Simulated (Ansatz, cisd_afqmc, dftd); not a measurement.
Species: C$_{2}$H$_{3}$F, charge 0, singlet. C2H3F (fluoroethene, SMILES C=CF).
B3LYP-D3(BJ)/def2-TZVP minimum from Ansatz (a first-principles code):
```
C
C 1 1.3174
F 1 1.3475 2 122.16
H 2 1.0798 1 119.40 3 180.00
H 2 1.0810 4 119.01 1 180.00
H 1 1.0823 2 126.09 4 0.00
```

Property: atomisation energy (electronic, to ground-state atoms), in kcal/mol. Radicals and triplets start from unrestricted determinants; spin-orbit coupling is neglected. Correlated methods leave the cores frozen. Rows without X2C or -DK are non-relativistic. AFQMC/CISD: phaseless, guided by CISD from CCSD amplitudes; bars are statistical, one sigma. Outlying blocks are dropped, and bars are widened where a walk drifts. Over all cases where full CI ran beside it in this data, AFQMC minus full CI had a median of +0.1 mEh and passed +0.4 mEh in a tenth of the cases. CBS(X,Y): correlation extrapolated as X^-3, Hartree-Fock from the larger set (Q,5: extrapolated as (X+1)exp(-9√X)). A bracket is a step between two methods taken in the basis named. The functionals are non-relativistic, so their misses hold any scalar relativity. Double hybrids freeze cores in their MP2 part. '+ core + X2C': CCSD(T) terms for core correlation (cc-pwCVTZ) and scalar relativity (cc-pVTZ-DK). For partners of very few electrons the exact lower level stands in for a higher one.

| level | program | atomisation energy (kcal/mol) | difference against the last row |
|---|---|---|---|
| PBE/def2-TZVPD | Ansatz | 589.3 | 15.4 |
| r2SCAN/def2-TZVPD | Ansatz | 574.0 | 0.1 |
| B2GP-PLYP-D4/def2-TZVPD | Ansatz + dftd4 | 565.8 | -8.1 |
| CCSD/cc-pV5Z | Ansatz | 558.8 | -15.1 |
| CCSDT(Q)/cc-pVDZ | Ansatz | 528.5 | -45.4 |
| AFQMC/CISD/cc-pVDZ | cisd_afqmc | 528.4 ± 0.3 | -45.5 |
| CCSD(T)/CBS(cc-pVQZ,cc-pV5Z) + [AFQMC/CISD - CCSD(T)]/cc-pVDZ + core + X2C | Ansatz + cisd_afqmc | 573.9 ± 0.3 | 0.0 |
| CCSD(T)/CBS(cc-pVQZ,cc-pV5Z) + [CCSDT(Q) - CCSD(T)]/cc-pVDZ + core + X2C | Ansatz | 573.9 | 0.0 |
